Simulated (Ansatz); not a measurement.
Ansatz (a first-principles code) input (B97M-V/def2-TZVPD):

Ansatz 0.2 input:
```yaml
crystal:
  periodic: [false, false, false]
  atoms:
    - {symbol: C, position_ang: [0.90052546, -0.56668612, 0.03712340]}
    - {symbol: C, position_ang: [2.39178388, -0.21072444, 0.02785972]}
    - {symbol: C, position_ang: [0.08456244, 0.71356583, 0.13061417]}
    - {symbol: H, position_ang: [0.69681967, -1.19993557, 0.91006203]}
    - {symbol: H, position_ang: [0.69360926, -1.20636106, -0.84731521]}
    - {symbol: H, position_ang: [3.02621860, -1.10472435, -0.00015858]}
    - {symbol: Cl, position_ang: [-1.77223671, 0.11251524, -0.02631381]}
    - {symbol: H, position_ang: [2.63936733, 0.39901487, -0.84795219]}
    - {symbol: H, position_ang: [2.64612132, 0.37695155, 0.91395249]}
    - {symbol: H, position_ang: [0.16465716, 1.20536388, -0.85483764]}
basis:
  gaussian:
    orbitals: def2-TZVPD
hamiltonian:
  xc: {name: B97M-V}
total_charge: -1
output: {forces: true}
```

End of the output:

```
integrals: 0.13 GiB planned
1108 factors; their error is unknown
mean field: 1.10 GiB planned
mean field evaluation 1: about -15723.1118 eV, gradient 4.7e1 eV
mean field evaluation 2: about -15678.6693 eV, gradient 1.1e2 eV
mean field evaluation 4: about -15728.9501 eV, gradient 7.1e0 eV
mean field evaluation 8: about -15729.1303 eV, gradient 8.7e-2 eV
mean field evaluation 16: about -15729.0936 eV, gradient 6.2e-4 eV
mean field -15729.09362442 eV, -578.0335291347 hartree, gradient 2.7e-5 eV, S^2 0.000000; 0 other end points of the search recorded, 0 dependent functions left out
the calculation of the forces begins
reference -15729.09370428 eV, -578.0335320695 hartree; 21, 21 occupied and 190, 190 virtual orbitals, 1108 factors
Total energy: -15729.09370428 eV, -578.0335320695 hartree
Atom 0 at     0.900525    -0.566686     0.037123 Å, force     0.059773     0.167186     0.049283 eV/Å
Atom 1 at     2.391784    -0.210724     0.027860 Å, force    -0.190884    -0.020971    -0.009010 eV/Å
Atom 2 at     0.084562     0.713566     0.130614 Å, force     0.006119    -0.221569    -0.003076 eV/Å
Atom 3 at     0.696820    -1.199936     0.910062 Å, force     0.010861     0.055117    -0.092564 eV/Å
Atom 4 at     0.693609    -1.206361    -0.847315 Å, force     0.009280     0.029686     0.036562 eV/Å
Atom 5 at     3.026219    -1.104724    -0.000159 Å, force    -0.087030     0.125452     0.005992 eV/Å
Atom 6 at    -1.772237     0.112515    -0.026314 Å, force     0.228801     0.041437     0.008450 eV/Å
Atom 7 at     2.639367     0.399015    -0.847952 Å, force    -0.026268    -0.064667     0.102380 eV/Å
Atom 8 at     2.646121     0.376952     0.913952 Å, force    -0.012679    -0.065380    -0.095911 eV/Å
Atom 9 at     0.164657     1.205364    -0.854838 Å, force     0.002029    -0.046291    -0.002106 eV/Å
Dipole moment:     0.547486    -0.401713    -0.222349 e Å
```

It need not be the lowest isomer of its formula. Whether it binds its extra electron was not tested at this geometry.
